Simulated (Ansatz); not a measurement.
**HN–CH₂, singlet: reading a ladder of total energies**

Geometry: a PBE0/def2-TZVP stationary point for this spin, not checked as a minimum.

```yaml
atoms:
  - { symbol: N, position_ang: [0.0000, -0.1232, -0.6250] }
  - { symbol: C, position_ang: [0.0000, 0.0600, 0.6223] }
  - { symbol: H, position_ang: [0.0000, -0.8099, 1.2818] }
  - { symbol: H, position_ang: [0.0000, 1.0402, 1.1129] }
  - { symbol: H, position_ang: [0.0000, 0.7666, -1.1253] }
```

Basis cc-pVTZ; Ansatz 0.2.0. Only valence electrons are correlated (noble-gas cores frozen), which leaves 12 electrons in 100 orbitals. R marks a restricted (for open shells ROHF) determinant.

Full CI isn't at hand for all of this; RCCSDT(Q) serves as the reference, and is uncertain by the last step of the cluster series or more.

RCCSD has a T1 diagnostic of 0.012 and a largest doubles amplitude of 0.12.

Runs differ by some tens of microhartree through their thresholds, so steps under 0.03 kcal/mol mean nothing.

| level | total energy (hartree) |
| --- | --- |
| RHF | -94.067815 |
| RMP2 | -94.438469 |
| RCCSD | -94.455897 |
| RCCSD(T) | -94.472417 |
| RCCSDT | -94.472608 |
| RCCSDT(Q) | -94.473581 |

Q: What is the correlation energy at RCCSDT(Q), and what share of it do RMP2 and RCCSDT recover?

A: E(corr) = -94.473581 − (-94.067815) = -0.405766 hartree = -11.041 eV. RMP2: -0.370654 / -0.405766 = 91.35 %. RCCSDT: -0.404793 / -0.405766 = 99.76 %.

Q: By how many kcal/mol does RCCSD(T) miss RCCSDT(Q) (1 hartree = 627.509 kcal/mol), and which steps make up the rest?

A: -94.472417 − (-94.473581) = 0.001164 hartree = 0.73 kcal/mol. Steps: RCCSDT − RCCSD(T) = -0.12, RCCSDT(Q) − RCCSDT = -0.61 kcal/mol. That is within 1 kcal/mol of the reference in this basis, which itself misses far more of the correlation at the basis-set limit.
